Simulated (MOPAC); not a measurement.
MOPAC input (PM3):

```
PM3 PRECISE GNORM=0.05 LET XYZ GEO-OK AUX(PRECISION=9) THREADS=1
H2Si

Si    0.00522298 1    0.00088878 1    0.13274662 1
H    -0.03423424 1    1.08488138 1   -0.93662313 1
H    -0.03888754 1   -1.09732424 1   -0.92182957 1
```

Output:

```
 *******************************************************************************
 **                                                                           **
 **                              MOPAC v23.2.5                                **
 **                                                                           **
 *******************************************************************************
 ** MOPAC's Digital Object Identifier: https://doi.org/10.5281/zenodo.6511958 **
 **                                                                           **
 ** Please cite the open-source release paper for use of this MOPAC version:  **
 ** J. E. Moussa and J. J. P. Stewart (2026)                                  **
 ** MOPAC: An open-source semiempirical molecular orbital program             **
 ** J. Open Source Softw., 11(119), 8025, https://doi.org/10.21105/joss.08025 **
 *******************************************************************************

                              PM3 CALCULATION RESULTS

 *******************************************************************************
 *  PM3        - The PM3 Hamiltonian to be used
 *  GEO-OK     - OVERRIDE INTERATOMIC DISTANCE AND OTHER SAFETY CHECKS
 *  LET        - OVERRIDE SOME SAFETY CHECKS
 *  PRECISE    - TIGHTER CRITERIA TO BE USED
 *  XYZ        - CARTESIAN COORDINATE SYSTEM TO BE USED
 *  GNORM      - EXIT WHEN GRADIENT NORM DROPS BELOW 0.050
 *  AUX        - OUTPUT AUXILIARY INFORMATION
 *******************************************************************************
PM3 PRECISE GNORM=0.05 LET XYZ GEO-OK AUX(PRECISION=9) THREADS=1
 H2Si

   ATOM   CHEMICAL          X               Y               Z
  NUMBER   SYMBOL      (ANGSTROMS)     (ANGSTROMS)     (ANGSTROMS)

     1      Si          0.00522298  *   0.00088878  *   0.13274662  *
     2       H         -0.03423424  *   1.08488138  *  -0.93662313  *
     3       H         -0.03888754  *  -1.09732424  *  -0.92182957  *

          CARTESIAN COORDINATES

    NO.       ATOM           X           Y           Z

     1        Si          0.0052      0.0009      0.1327
     2         H         -0.0342      1.0849     -0.9366
     3         H         -0.0389     -1.0973     -0.9218

  H: (PM3): J. J. P. STEWART, J. COMP. CHEM. 10, 209 (1989).
 Si: (PM3): J. J. P. STEWART, J. COMP. CHEM. 10, 209 (1989).

           Empirical Formula: H2 Si  =     3 atoms

      MOLECULAR POINT GROUP   :   C2v

      RHF CALCULATION, NO. OF DOUBLY OCCUPIED LEVELS = 3

          Geometry optimization using EF

          DIAGONAL MATRIX USED AS START HESSIAN

 CYCLE:     1  GRAD.:    10.206 HEAT:  72.94693
 CYCLE:     2  GRAD.:     8.956 HEAT:  72.89523
 CYCLE:     3  GRAD.:     1.791 HEAT:  72.80351
 CYCLE:     4  GRAD.:     0.629 HEAT:  72.79032
 CYCLE:     5  GRAD.:     0.133 HEAT:  72.78953
 CYCLE:     6  GRAD.:     0.006 HEAT:  72.78952

     GRADIENT =  0.00643 IS LESS THAN CUTOFF =  0.05000

 -------------------------------------------------------------------------------
 PM3 PRECISE GNORM=0.05 LET XYZ GEO-OK AUX(PRECISION=9) THREADS=1
 H2Si

     GEOMETRY OPTIMISED USING EIGENVECTOR FOLLOWING (EF).
     SCF FIELD WAS ACHIEVED

                              PM3 CALCULATION
                                                       MOPAC v23.2.5 Linux

          FINAL HEAT OF FORMATION =         72.78952 KCAL/MOL =     304.55134 KJ/MOL

          COSMO AREA              =         78.37 SQUARE ANGSTROMS
          COSMO VOLUME            =         64.28 CUBIC ANGSTROMS

          GRADIENT NORM           =          0.00643          =       0.00371 PER ATOM
          IONIZATION POTENTIAL    =          8.139017 EV
          HOMO LUMO ENERGIES (EV) =         -8.139 -2.314
          NO. OF FILLED LEVELS    =          3
          MOLECULAR WEIGHT        =         30.1013         POINT GROUP:  C2v

          MOLECULAR DIMENSIONS (Angstroms)

            Atom       Atom       Distance
            H     3    H     2     2.22865
           Si     1    H     3     1.02367
            H     3    H     2     0.00000

          SCF CALCULATIONS        =          7

   ATOM   CHEMICAL          X               Y               Z
  NUMBER   SYMBOL      (ANGSTROMS)     (ANGSTROMS)     (ANGSTROMS)

     1      Si          0.00480011  *   0.00081682  *   0.12199907  *
     2       H         -0.03306867  *   1.10826596  *  -0.90841347  *
     3       H         -0.03782089  *  -1.12032897  *  -0.89330542  *

                             CARTESIAN COORDINATES

   1   Si        0.004800112     0.000816821     0.121999068
   2    H       -0.033068670     1.108265964    -0.908413469
   3    H       -0.037820889    -1.120328971    -0.893305424

           Empirical Formula: H2 Si  =     3 atoms

      MOLECULAR POINT GROUP   :   C2v

                  EIGENVALUES
 -14.86969 -10.68965  -8.13902  -2.31433   2.09086   2.16685

              NET ATOMIC CHARGES AND DIPOLE CONTRIBUTIONS

  ATOM NO.   TYPE          CHARGE      No. of ELECS.   s-Pop       p-Pop
    1         Si           0.458560        3.5414     1.76051     1.78093
    2          H          -0.229280        1.2293     1.22928
    3          H          -0.229280        1.2293     1.22928
 DIPOLE           X         Y         Z       TOTAL
 POINT-CHG.     0.089     0.015     2.253     2.255
 HYBRID        -0.131    -0.022    -3.324     3.326
 SUM           -0.042    -0.007    -1.071     1.071

          ATOMIC ORBITAL ELECTRON POPULATIONS

     Atom    s        px        py        pz
    1 Si   1.76051   0.00150   0.81556   0.96387
    2  H   1.22928
    3  H   1.22928

 **********************
 *                    *
 * JOB ENDED NORMALLY *
 *                    *
 **********************

 == MOPAC DONE ==
```
